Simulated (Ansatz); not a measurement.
hcp Zn: LDA at its full settings (plane-wave cutoff 520 eV, 24×24×12 k mesh (along the axes of the cell as run), Fermi–Dirac smearing 0.05 eV, scalar-relativistic PAW data made under PBE) and at cheaper ones, in a cell of 2 atoms with Γ-centred meshes.

| level and setting | equilibrium lattice constant a (Å) | lattice parameter c (Å) | bulk modulus (GPa) |
|---|---|---|---|
| LDA (Ansatz) | 2.559 | 4.803 | 92.4 |
| LDA (Γ point alone) (Ansatz) | 2.086 | 4.534 | 520 |
| LDA (4×4×4 k mesh) (Ansatz) | 2.572 | 4.662 | 111 |

Largest shifts from the full settings: lattice constant a -18.5 % (LDA (Γ point alone)), against a difference of -3.98 % of the full result from the reference 2.665 Å (measured, 293 K, no zero-point or thermal correction, our sources range from 2.660 to 2.665; as tabulated in Wikipedia's data pages); lattice parameter c -5.60 % (LDA (Γ point alone)), against a difference of -2.89 % of the full result from the reference 4.946 Å (measured, 293 K, not corrected to a static lattice; as tabulated in Wikipedia's data pages); bulk modulus +463 % (LDA (Γ point alone)), against a difference of +33 % of the full result from the reference 69.7 GPa (measured, zero-point energy and finite temperature contributions removed, our sources range from 64.7 to 69.7; as tabulated in doi:10.1021/acs.jctc.3c00612).

The full settings aren't shown to be converged themselves.

Ansatz's density-functional and Hartree–Fock values are scalar-relativistic unless marked +SOC, with PAW data made under PBE.

Run with cheap settings on purpose, which may leave them unconverged: LDA (4×4×4 k mesh), LDA (Γ point alone).

Ansatz is an electronic-structure program.
